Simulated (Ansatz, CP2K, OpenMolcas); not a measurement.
PH3 (phosphine): the vertical ionisation energy, rung by rung

The species is PH3 (4 atoms), meant as a singlet with charge 0. SMILES: `P`. The shape is that of a PBE0-D4/def2-TZVP optimisation.

Quantity: the vertical ionisation energy (to the doublet cation), in eV. The values are calculated.

```
                            level             kind     program  value (eV)
                              PM3   semi-empirical        CP2K        9.07
                        HF/STO-3G     Hartree–Fock  OpenMolcas        7.40
HF/STO-3G, open shells restricted     Hartree–Fock  OpenMolcas        7.41
                     SVWN5/STO-3G              LDA  OpenMolcas        8.38
                       PBE/STO-3G              GGA  OpenMolcas        8.47
                    r2SCAN/STO-3G         meta-GGA  OpenMolcas        8.49
                     B3LYP/STO-3G    global hybrid  OpenMolcas        8.61
                    M06-2X/STO-3G  hybrid meta-GGA  OpenMolcas           ?
                      PBE0/STO-3G    global hybrid  OpenMolcas        8.47
                 BHLYP/def2-SV(P)    global hybrid      Ansatz           ?
```

Task: Estimate the missing values from the other rows.

Result: As computed at these levels: M06-2X/STO-3G: 8.50 eV; BHLYP/def2-SV(P): 10.47 eV. The values span 7.40 to 10.47 eV.
